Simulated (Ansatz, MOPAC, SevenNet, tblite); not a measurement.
# Wurtzite AgI, elastic constant C11

Reference value: 29.3 GPa (measured, room temperature, no zero-point or thermal correction; as tabulated in Harker's crystal data pages).

**Question.** What do GFN1-xTB, PM7 semi-empirical Hartree-Fock (MOPAC), SevenNet-0, SevenNet-l3i5, B3LYP (VWN-RPA form) give, and how far is each from the reference?

**Answer.** 
```csv
level (code),value (GPa),cell (Å³/atom),difference (%)
GFN1-xTB (tblite),55.2,36.03,+88
PM7 semi-empirical Hartree-Fock (MOPAC) (MOPAC),87.1,34.04,+197
SevenNet-0 (SevenNet),30.8,36.76,+5.1
SevenNet-l3i5 (SevenNet),35.7,36.54,+22
B3LYP (VWN-RPA form) (Ansatz),30.5,38.75,+4.1
```

The reference is not for a static lattice or low temperature, so close values are not ranked against it. Off by more than 25 % (a bound picked here): GFN1-xTB (+88 %), PM7 semi-empirical Hartree-Fock (MOPAC) (+197 %).

The measured value isn't corrected to a static lattice, so vibrations enter the comparison. A static lattice is as a rule stiffer than a warm one, by over a tenth in soft solids.  GFN1-xTB, PM7 semi-empirical Hartree-Fock (MOPAC): the method was fitted mainly to molecules. GFN1-xTB, PM7 semi-empirical Hartree-Fock (MOPAC): the run uses a supercell at the zone centre in place of a k mesh. Each level is taken at its own relaxed cell. Ansatz's density-functional and Hartree–Fock values are scalar-relativistic unless marked +SOC, with PAW data made under PBE.

Machine-learned potentials (SevenNet-0, SevenNet-l3i5) are trained on DFT data, which may include these solids.

Differences are worked out from the printed values.

Ansatz is an electronic-structure program.
